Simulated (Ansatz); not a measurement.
## Worked example: C2H6O2S + C3H8O → CH4O3S + C4H10

Species: C2H6O2S (dimethyl sulfone) `CS(C)(=O)=O`, singlet; C3H8O (1-propanol) `CCCO`, singlet; CH4O3S (methanesulfonic acid) `CS(=O)(=O)O`, singlet; C4H10 (butane) `CCCC`, singlet. The partners trade CH3 for OH: S–CH3 and C–OH bonds give way to S–OH and C–CH3.

Shapes, held fixed at every level: PBE0-D4/def2-TZVP. Flexible molecules stand in one conformer, not always the lowest. Programs: Ansatz 0.2.0. The zero-point and thermal change to 298 K, harmonic and unscaled (PBE0-D4/def2-TZVP), is +0.3 kJ/mol.

At CCSD(T)/CBS estimate; 1 Eh = 2625.50 kJ/mol:

```
species  energy (Eh)
C2H6O2S  -627.823626
  C3H8O  -194.143418
 CH4O3S  -663.746155
  C4H10  -158.241596
```

Problem. Work out ΔH(298 K) of the reaction at this level.

Solution. 
1. Products less reactants: (-663.746155) + (-158.241596) − [(-627.823626) + (-194.143418)] = -0.020707 Eh = -54.4 kJ/mol.
2. With the thermal change: -54.4 + (+0.3) = -54.1 kJ/mol.

Other levels give -60.5 (MP2/def2-TZVPP) to -43.8 kJ/mol (CCSD(T)/def2-SVP). No measured value is set beside it here. The CBS estimate extrapolates MP2 from def2-TZVPP and def2-QZVPP and adds CCSD(T) − MP2 in the triple-zeta set, cores frozen.
